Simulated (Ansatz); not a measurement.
# Scan of BH₂⁺, triplet

Starting geometry (PBE0/def2-TZVP stationary point for this spin, not checked as a minimum):

```xyz
3

B     0.0000    0.0000   -0.1694
H     0.0000    0.7106    0.9083
H     0.0000   -0.7106    0.9083
```

From there all distances are scaled together; atoms are numbered as listed. Energies are in eV, counted from the starting geometry at the same level.

Basis aug-cc-pVTZ; Ansatz 0.2.0. Only valence electrons are correlated (noble-gas cores frozen). Prefix R: restricted or restricted open-shell reference; prefix U: unrestricted.

Unrestricted rows (U) aren't spin-pure: their determinants' ⟨S²⟩ exceeds S(S+1) by up to 0.15, so they mix in states of higher spin.

Full CI is exact within this basis and frozen core; it isn't the basis-set limit. The frozen core follows each run's orbitals, which can shift R against U totals by a few meV.

```csv
scale of all distances,full CI,unpaired electrons (full CI),error UMP2,error RCCSD,error UCCSD,error RCCSD(T),error UCCSD(T),error RCCSDT(Q)
0.885,0.424,2.01,-0.050,-0.011,-0.010,-0.003,-0.003,0.000
1.000,0.000,2.01,0.000,0.000,0.000,0.000,0.000,0.000
1.117,0.261,2.02,0.072,0.014,0.012,0.004,0.004,0.000
1.313,1.224,2.05,0.269,0.041,0.026,0.011,0.010,0.000
1.499,2.056,2.09,0.370,0.016,0.015,0.006,0.008,0.000
1.716,2.592,2.11,0.329,-0.012,-0.012,0.000,0.000,0.000
2.033,2.881,2.11,0.273,-0.038,-0.035,-0.007,-0.007,0.000
2.383,3.010,2.12,0.218,-0.048,-0.045,-0.010,-0.010,0.000
```

Unpaired electrons are Σ n²(2−n)² over natural occupations. Errors are those of relative energies. In total energy the starting point itself misses full CI by: UMP2 0.463, RCCSD 0.055, UCCSD 0.052, RCCSD(T) 0.012, UCCSD(T) 0.011, RCCSDT(Q) 0.000 eV.

Spread of the error over the points with a reference, to 2.383 (largest less smallest): RCCSDT(Q) 0.000, UCCSD(T) 0.020, RCCSD(T) 0.021, UCCSD 0.071, RCCSD 0.089, UMP2 0.420 eV.

Going outwards, the relative energy of RCCSD first misses by more than 0.043 eV (1 kcal/mol) at 2.383.

Going outwards, the relative energy of UCCSD first misses by more than 0.043 eV (1 kcal/mol) at 2.383.
